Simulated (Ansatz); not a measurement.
Relaxation of BH₃O (5 atoms, charge 0, multiplicity 1), to a largest force component of 0.03 eV/Å in at most 50 steps.

These are results of RKS CAM-B3LYP-D4/cc-pVDZ in Ansatz, not measurements.

```xyz
5
Properties=species:S:1:pos:R:3
B 0.373 -0.014 0.067
O 0.580 -0.118 1.425
H -0.246 -0.210 1.916
H 1.341 0.102 -0.631
H -0.751 -0.042 -0.380
```

Task: Where does it end, and by what steps?

Result: The run converged. After 4 steps the energy has fallen by 0.020 eV; O2 moved furthest, 0.02 Å.

| step | energy less start (eV) | largest force component (eV/Å) | accepted |
| --- | --- | --- | --- |
| 0 | 0.0000 | 1.186 | yes |
| 1 | -0.0168 | 0.490 | yes |
| 2 | -0.0196 | 0.066 | yes |
| 3 | -0.0200 | 0.056 | yes |
| 4 | -0.0201 | 0.014 | yes |

```xyz
5
Properties=species:S:1:pos:R:3
B 0.364 -0.015 0.075
O 0.578 -0.117 1.402
H -0.235 -0.209 1.915
H 1.347 0.102 -0.612
H -0.757 -0.042 -0.382
```

Whether the end is a true minimum wasn't checked by a vibrational analysis.

The run took 5.6 s on 1 thread of Arm Neoverse V1 (shared host), peak memory 0.098 GiB.
